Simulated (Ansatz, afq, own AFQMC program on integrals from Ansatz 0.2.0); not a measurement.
Integrals from Ansatz 0.2.0, then the random walk in our own AFQMC program (afq).

```yaml
crystal:
  periodic: [false, false, false]
  atoms:
    - {symbol: Ge, position_ang: [0.000000, 0.000000, 0.784674]}
    - {symbol: Al, position_ang: [0.000000, 0.000000, -1.878421]}
    - {symbol: H, position_ang: [-1.125990, -0.000002, -0.523581]}
    - {symbol: H, position_ang: [1.125990, 0.000002, -0.523581]}
    - {symbol: H, position_ang: [0.000002, -1.402706, -2.609571]}
    - {symbol: H, position_ang: [-0.000002, 1.402706, -2.609571]}
basis:
  gaussian: {orbitals: 6-31G}
total_charge: 1
magnetization: {spin_polarized: true, initial_magnetization: 2}
correlation: {method: ccsd_t, electrons: outside_noble_gas, hamiltonian_folder: ham}
```

```sh
$ ansatz run in.yaml --threads 1 --pin off --events-out ev --progress --plain --max-ram 24576MiB --backend cuda --devices 0, --max-vram 18GiB
```

afq runs on the folder ham with

```
--method phaseless --trial hf --walkers 4000 --populations 20 --least-time 40 --time-step 0.005 --steps-per-block 20 --equilibration-blocks 112 --max-blocks 4000 --target-error 0.0009500 --factor-cut 1e-05 --start spin_pure --seed 7887 --taylor-order 6
```

Times are imaginary, in 1/Eh. The walk had a cap of 49 s. With eight or more populations the least sampling time is a fifth of least-time, and the error comes from their spread. Filled inner d shells are frozen with the cores.

afq prints:

```
orbitals 31  electrons 6 4  factors 250 of 516
reference energy -2318.83158091 Eh
CCSD correlation -0.10614027 Eh in 13 cycles, weight of the determinant in the CISD state 0.9016
energy of the start -2318.831703 Eh
 block  time / (1/Eh)  mean weight  energy / Eh
     1     0.100  1.0003  -2318.845627
     2     0.200  1.0004  -2318.857371
     3     0.300  1.0005  -2318.867631
     4     0.400  1.0004  -2318.875503
     5     0.500  1.0005  -2318.883397
     7     0.700  1.0003  -2318.894589
     9     0.900  1.0003  -2318.903633
    13     1.300  1.0000  -2318.914434
    21     2.100  1.0001  -2318.927269
    25     2.500  0.9999  -2318.933456
    29     2.900  1.0001  -2318.934675
    37     3.700  1.0001  -2318.935882
    45     4.500  1.0001  -2318.937807
    53     5.300  0.9999  -2318.940428
    61     6.100  1.0001  -2318.940801
    69     6.900  1.0000  -2318.941518
    77     7.700  1.0001  -2318.943681
    85     8.500  1.0000  -2318.941252
    93     9.300  1.0001  -2318.938853
   101    10.100  1.0000  -2318.939727
   109    10.900  0.9999  -2318.938565
   117    11.700  1.0002  -2318.941018
   125    12.500  1.0001  -2318.940391
   133    13.300  0.9999  -2318.944179
   141    14.100  0.9998  -2318.943843
   149    14.900  0.9999  -2318.942186
   157    15.700  1.0000  -2318.940401
   165    16.500  1.0000  -2318.941513
   173    17.300  0.9999  -2318.941496
   181    18.100  0.9998  -2318.946212
   189    18.900  1.0000  -2318.943055
error from the spread of 20 populations
energy -2318.942533 +/- 0.000701 Eh
(rows thinned)
```

The run passed its tests (sampling time, drift between the halves within three errors, error under three times the target), which doesn't prove that it has relaxed.

Against this walk (error 19.1 meV) on the same determinant: CCSD(T) 64.2 meV higher, the released energy of a separate walk with a CISD trial 35.2 ± 19.1 meV higher (within the noise), a separate phaseless walk with a CISD trial and standard settings 45.1 ± 19.2 meV higher. The error is statistical and leaves out the bias of the constraint.

Cautions: constraint bias not in the error; no relativity below Rb; no spin-orbit coupling; inner d shell frozen; lower spins were not checked.

The walk took 19 s on 1 × NVIDIA H100 80GB HBM3 with 2 threads of AMD EPYC 7R13 Processor (Zen 3) (shared host) (the card was shared). The log's last line is the phaseless energy.

A walk keeps the symmetry of its determinant, which the program's search chose and which needn't be the lowest solution, so a lower state of the same spin and another symmetry isn't excluded.
